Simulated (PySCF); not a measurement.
Beryllium: a sound run and one with changed settings

Sound run: Be [He] 2s2, Be⁺ [He] 2s1. Calculation: PySCF 2.14, in jorge-DZP-DKH; scalar relativity by spin-free X2C-1e. The sound run starts from symmetry-adapted Hartree-Fock orbitals and uses a fine grid where one is needed.

Changed run: radial step 0.5 in ln r (0.13 in the sound run). This setting is unsound on purpose.

```tsv
species	method	sound run (hartree)	changed run (hartree)	converged
Be	UHF	-14.57420	-14.57420	yes
Be	TPSS	-14.67245	-14.67475	yes
Be	B3LYP	-14.67371	-14.67272	yes
Be⁺	UHF	-14.27885	-14.27885	yes
Be⁺	TPSS	-14.33940	-14.34028	yes
Be⁺	B3LYP	-14.33914	-14.33958	yes
```

Ionisation energy of Be:

```json
{"method": "UHF", "sound run (eV)": "8.037", "changed run (eV)": "8.037"}
{"method": "TPSS", "sound run (eV)": "9.063", "changed run (eV)": "9.101"}
{"method": "B3LYP", "sound run (eV)": "9.104", "changed run (eV)": "9.065"}
```

A coarse radial grid mis-integrates the density and the exchange-correlation energy, with errors of either sign; Hartree-Fock needs no grid.

For comparison, NIST gives 9.323 eV between the lowest levels.
